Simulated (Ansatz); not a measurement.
Born–Oppenheimer molecular dynamics of CH7Al (9 atoms, charge 0, multiplicity 1). It starts at the highest image of a converged band, a first-order saddle point between two minima.

All numbers below come from Ansatz, RKS PBE/def2-SVP.

```yaml
ensemble: NVE (velocity Verlet)
time_step: 0.5 fs
steps_asked: 200
starting_velocities_drawn_for: 300 K
seed: 6837
```

First frame:

```xyz
9
Properties=species:S:1:pos:R:3
Al -0.046 -0.282 0.074
C -0.026 -0.072 2.225
H -0.986 -0.173 2.767
H 0.795 -0.492 2.840
H 0.186 1.018 2.139
H 1.425 -0.051 -0.487
H -1.454 0.200 -0.489
H -0.194 -1.972 0.529
H -0.128 -1.320 1.387
```

(1) How far do the bonds stretch over the last three quarters of this one trajectory? (Pairs bonded in most of those frames.)

Results:

(1) 
| bond | mean (Å) | spread (Å) | shortest | longest |
| --- | --- | --- | --- | --- |
| Al1–H6 | 1.607 | 0.017 | 1.58 | 1.64 |
| Al1–H7 | 1.611 | 0.012 | 1.59 | 1.64 |
| Al1–H8 | 1.606 | 0.010 | 1.59 | 1.62 |
| C2–H3 | 1.112 | 0.033 | 1.05 | 1.18 |
| C2–H4 | 1.112 | 0.032 | 1.06 | 1.16 |
| C2–H5 | 1.114 | 0.020 | 1.07 | 1.16 |
| C2–H9 | 1.125 | 0.070 | 1.01 | 1.24 |

Mean temperature of the second half: 1109 K. The conserved energy stayed within 0.33 meV per atom of its start (net change -0.026 meV per atom), so the integration is sound. The kinetic energy rose, since the run started high on the potential surface and went downhill. It ends in pieces (AlH3 + CH4), so much of that is their flight and rotation, not heat. A run of 0.1 ps of so small a system gives no equilibrium averages. The orbitals stay closed-shell, which can raise the energy where a bond breaks towards radicals; this wasn't checked here.

The run took 54 s on 2 threads of AMD EPYC 9R45 96-Core Processor (Zen 5), with other jobs on the host, peak memory 0.13 GiB.
